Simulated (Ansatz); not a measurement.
Other spins and charges of H$_{2}$Ge–N, quartet at one geometry

Geometry (PBE0/def2-TZVP stationary point for this spin, not checked as a minimum):

```xyz
4

Ge   -0.0346    0.0000    0.2958
N     0.0724    0.0000   -1.6458
H     0.7424   -1.2582    0.7751
H     0.7424    1.2582    0.7751
```

Basis cc-pVDZ; Ansatz 0.2.0. Correlated methods freeze the noble-gas cores and the filled d shells of p-block atoms. Prefix R: restricted or restricted open-shell reference; prefix U: unrestricted. Active spaces: valence = (11e, 10o) chosen from the atoms' valence shells. No spin–orbit coupling is included, and no scalar relativity.

Gaps are energies of the second state less the first, at fixed atoms, for a selection of the levels run; each method lands on the state that its own search finds for that charge and spin.

Unrestricted rows (U, and Kohn–Sham where it breaks symmetry) aren't spin-pure: their determinants' ⟨S²⟩ exceeds S(S+1) by up to 0.69, so they mix in states of higher spin. A value is left out where its run failed or describes another state than the reference as far as symmetry and spin tell, or, spin-broken singlets apart, can't be checked.

PBE gives 8.592 eV for removing an electron, to the triplet. Estimate what UCCSDT(Q) gives in cc-pVDZ.

UCCSDT(Q) in cc-pVDZ gives 8.441 eV, so against it PBE is off by 0.151 eV.

```tsv
level	gap (eV)	error (meV)	⟨S²⟩ where 0.1 over S(S+1) (first / second)
UHF	8.261	-180	– / 2.69
UMP2	8.910	469	– / 2.69
UCCSD	8.550	109	– / 2.69
UCCSD(T)	8.503	62	– / 2.69
BCCD(T)	8.476	35	– / –
UCCSDT	8.452	11	– / 2.69
CASSCF (valence space)	7.663	-778	– / –
NEVPT2 (valence space)	8.287	-154	– / –
MRCISD (valence space)	8.360	-81	– / –
MRCISD+Q (valence space)	8.441	0	– / –
r2SCAN	8.862	421	– / 2.12
PBE0	8.829	388	– / –
B3LYP	8.787	346	– / –
wB97M-V	8.749	308	– / –
B2PLYP	8.709	268	– / 2.22
RPA-PBE	8.542	101	– / –
```

Removing an electron, to the quintet: 10.096 eV at UCCSDT(Q).

```
                   level  gap (eV)  error (meV)
                     UHF     9.023        -1073
                    UMP2    10.024          -72
                   UCCSD    10.050          -46
                UCCSD(T)    10.086          -10
                 BCCD(T)    10.089           -7
                  UCCSDT    10.091           -5
  CASSCF (valence space)     9.212         -884
  NEVPT2 (valence space)     9.983         -113
  MRCISD (valence space)    10.036          -60
MRCISD+Q (valence space)    10.127           31
                     PBE    10.616          520
                  r2SCAN    10.510          414
                    PBE0    10.572          476
                   B3LYP    10.672          576
                 wB97M-V    10.494          398
                  B2PLYP    10.428          332
                 RPA-PBE    10.409          313
```

Sextet less quartet: 5.857 eV at UCCSDT(Q).

```tsv
level	gap (eV)	error (meV)
UMP2	5.812	-45
UCCSD	5.827	-30
UCCSD(T)	5.848	-9
BCCD(T)	5.854	-3
CASSCF (valence space)	5.766	-91
NEVPT2 (valence space)	5.919	62
MRCISD (valence space)	5.874	17
BHLYP	6.169	312
wB97M-V	6.145	288
RPA-PBE	6.074	217
```

In so small a basis the reference is far from its limit while semilocal and hybrid functionals are nearer theirs (RPA and double hybrids share much of the reference's basis error), so the functionals' errors here hold much of the reference's basis and frozen-core error, which can add to them or hide them.

Full CI isn't at hand for all of this; UCCSDT(Q) serves as the reference, and is uncertain by about the last step of the cluster series. The frozen core follows each run's orbitals, which can shift R against U totals by a few meV for light atoms and by up to 0.1 eV past Ca.
